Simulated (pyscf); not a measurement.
Single points on ωB97X-D3(BJ)/def2-SVP structures (PySCF, gas phase). MP2 and CC: frozen core, UHF for open shells. ΔMP2 is the change of the MP2 total energy from the triple- to the quadruple-zeta basis.

Question: Estimate by transition-state theory (the high-pressure limit) the rate constant of F–CH(Cl)–Cl -> Cl–C:–Cl [singlet] + HF (singlet surface; C–F, C–H broken, F–H formed) at 900 K, with CCSD(T)/def2-TZVPP + ΔMP2(QZVPP) energies (ideal gas, 1 atm, RRHO with modes under 100 cm⁻¹ raised to 100, one conformer, R ln 2 for chiral ones without a mode under 150 cm⁻¹; no tunnelling).

Answer: The electronic barrier is 73.0 kcal/mol and the thermal terms add -6.7, so ΔG‡ = 66.3 kcal/mol. With k_BT/h = 1.88e+13 s⁻¹ and RT = 1.788 kcal/mol, k = 1.5e-03 s⁻¹; so small a molecule is far into fall-off at 1 atm, where the true rate is lower. Wigner's tunnelling factor for 1217i cm⁻¹ would be 1.16. A shift of 1 kcal/mol in the barrier changes k by a factor 1.7. On the product side the descent ends in a bound adduct, 9.5 kcal/mol under the separated species and 17.2 kcal/mol under the saddle at ωB97X-D3(BJ)/def2-TZVP. One saddle was located; it need not be the lowest between these sides. The CCSD(T) − MP2 part came from Ansatz, without density fitting, on the same reference.
